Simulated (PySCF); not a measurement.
Compound: PO₄ (charge -3).
SMILES: `O=P([O-])([O-])[O-]`

The closed-shell ground state was solved at several levels (PySCF, density fitting, gas phase, non-relativistic). Isolated species at its PBE0-D3(BJ)/def2-SVP geometry, gas phase. Whether so highly charged an anion holds all its electrons in the gas phase wasn't checked; a finite basis holds them in any case. The ion is multiply charged and computed without counter-ions or solvent. The HOMO energy is positive, so at this level the finite basis confines the outermost electrons. No diffuse functions stand in cc-pVDZ, cc-pVTZ and pcSseg-0, which bears on an anion's orbital energies.

```
           level  basis functions  HOMO (eV)  LUMO (eV)  gap (eV)
   PBE0/IGLO-III              184       9.85      17.78      7.93
   PBE0/pcSseg-0               49      12.45      22.69     10.24
PBE0/aug-cc-pVDZ              119       8.77      11.31      2.54
    PBE0/cc-pVDZ               74      12.19      22.77     10.58
```

Problem. What might PBE0/cc-pVTZ (154 basis functions) give for the same quantities?

Solution. HOMO 10.79 eV, LUMO 20.10 eV, gap 9.31 eV.

Problem. Over all these levels, which gives the widest orbital gap and which the narrowest?

Solution. PBE0/cc-pVDZ has the widest, 10.58 eV, and PBE0/aug-cc-pVDZ the narrowest, 2.54 eV. From the narrowest to the widest the HOMO moves by +3.42 eV and the LUMO by +11.46 eV.

Problem. How much does the basis alone move the frontier levels among the 5 PBE0 rows (the withheld one included)?

Solution. The HOMO by 3.68 eV and the LUMO by 11.46 eV. By rising basis size (HOMO, LUMO in eV): pcSseg-0 12.45, 22.69; cc-pVDZ 12.19, 22.77; aug-cc-pVDZ 8.77, 11.31; cc-pVTZ 10.79, 20.10; IGLO-III 9.85, 17.78.
